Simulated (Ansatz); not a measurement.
Chalcopyrite CdSnAs2, treated with PBEsol (plane waves, PAW; Ansatz, a program for electronic structure).

Settings: plane-wave cutoff 520 eV, 8×8×8 k mesh, Fermi–Dirac smearing 0.01 eV, scalar-relativistic PAW data made under PBE.

Results at a series of volumes:

```
V (Å³/atom)  E − E_lowest (meV/atom)  P (GPa)
-----------  -----------------------  -------
26.828                          8.15    2.446
27.387                          1.93    1.145
27.946                          0.00   -0.015
28.505                          1.89   -1.049
29.064                          7.19   -1.970
```

Task: What bulk modulus B0 and pressure derivative B′ does a third-order Birch–Murnaghan fit give?

Result: V0 = 27.939 Å³/atom, B0 = 54.8 GPa, B′ = 4.7 (fit to the energies at full precision).

Shape and atoms are relaxed at each volume.

Note: the relaxation could not lower the start's symmetry, so the cell can be a saddle point above a distorted one; the bulk modulus comes from volumes at which shape and atoms were relaxed.

Spin–orbit coupling is not included.

Computed values are for the static lattice.

The result took roughly 30 core-minutes.
